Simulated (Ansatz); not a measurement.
**AlH₃ (singlet): the correlation ladder at distance Al1–H3 = 2.544 Å, cc-pVDZ**

Aim: climb from Hartree-Fock through coupled cluster and multireference methods for AlH₃ (singlet) at one geometry and basis, and see what each rung misses.

Method: cc-pVDZ, core rule «outside noble gas», up to 5 orbitals frozen; program: Ansatz 0.2.0, Gaussian basis.

To be run: UHF; CCSD(T) on RHF; CCSD(T) on UHF; BCCD(T) on RHF; CISD; CCSDT(Q) on RHF; CCSDT(Q) on UHF; CCSDTQ on RHF; CASSCF and MRCISD+Q, 2 electrons in 2 orbitals; CASSCF and NEVPT2, 2 electrons in 2 orbitals; CASSCF and MRCISD+Q, 6 electrons in 7 orbitals; CASSCF and MRCISD+Q(relaxed), 6 electrons in 7 orbitals; CASSCF and NEVPT2, 6 electrons in 7 orbitals; Full CI.

21 further runs of the same task are left out: 9 for a known fault of the program, 9 that didn't finish, 3 set aside as unsound or not needed.

**1. What is computed**

The geometry derives from a PBE0/def2-TZVP stationary point (not a proven minimum). One bond is set to the value named and the two fragments are kept rigid.

4 atoms, charge 0, spin multiplicity 1.

Atoms are counted from 1 here; the program's logs count them from 0.

Bond lengths: Al1–H2 1.586 Å, Al1–H4 1.586 Å. Angles: H2–Al1–H4 120.0°.

**2. UHF**

File in.yaml:

```yaml
crystal:
  periodic: [false, false, false]
  atoms:
    - {symbol: Al, position_ang: [0.016357, -0.027720, 0.000057]}
    - {symbol: H, position_ang: [1.602133, -0.012669, -0.000026]}
    - {symbol: H, position_ang: [-1.276496, 2.163272, -0.004419]}
    - {symbol: H, position_ang: [-0.763496, -1.408565, 0.002930]}
basis:
  gaussian: {orbitals: cc-pVDZ}
magnetization: {spin_polarized: true, initial_magnetization: 0}
hamiltonian: {xc: hf}
output: {orbitals: {seedname: orbitals}}
```

Run with:

```bash
$ ansatz run in.yaml --threads 1 --pin off --events-out ev --progress --plain --max-ram 2393MiB
```

The runs that follow: CCSD(T) on RHF; CCSD(T) on UHF; BCCD(T) on RHF; CISD; CCSDT(Q) on RHF; CCSDT(Q) on UHF; CCSDTQ on RHF; CASSCF and MRCISD+Q, 2 electrons in 2 orbitals; CASSCF and NEVPT2, 2 electrons in 2 orbitals; CASSCF and MRCISD+Q, 6 electrons in 7 orbitals; CASSCF and MRCISD+Q(relaxed), 6 electrons in 7 orbitals; CASSCF and NEVPT2, 6 electrons in 7 orbitals; Full CI.

Before running them: what should the planned runs give, taken together? Wanted: FCI below the RHF energy; RMP2 from FCI; RCCSD from FCI; RCCSD(T) from FCI; RCCSDT(Q) from FCI; NEVPT2 pair from FCI; MRCISD+Q pair from FCI; NEVPT2 valence from FCI; T1 diagnostic.

**Answer**, as computed:

| quantity | value |
| --- | --- |
| FCI below the RHF energy | -3.1285 eV |
| RMP2 from FCI | +21.73 kcal/mol |
| RCCSD from FCI | +1.93 kcal/mol |
| RCCSD(T) from FCI | +0.57 kcal/mol |
| RCCSDT(Q) from FCI | +0.02 kcal/mol |
| NEVPT2 pair from FCI | +13.74 kcal/mol |
| MRCISD+Q pair from FCI | -0.43 kcal/mol |
| NEVPT2 valence from FCI | +10.01 kcal/mol |
| levels within 1 kcal/mol (43 meV) | RCCSD(T), BCCD(T), RCCSDT, RCCSDT(Q), RCCSDTQ, MRCISD+Q pair, MRCISD valence, MRCISD+Q valence, MRCISD+Q(relaxed) valence |
| T1 diagnostic | 0.025 |
| effectively unpaired electrons | 0.17 |

In words: RCCSD(T) lands +0.57 kcal/mol from the yardstick (0.8 % of the correlation energy). MRCISD+Q pair, MRCISD+Q(relaxed) valence fall below full CI: the +Q correction isn't variational, and the cores differ from full CI's. One determinant dominates. Of the multireference levels listed MRCISD+Q valence comes nearest in total energy (+0.04 kcal/mol), which doesn't show that its space is the better one. These misses are within one basis, not against nature.
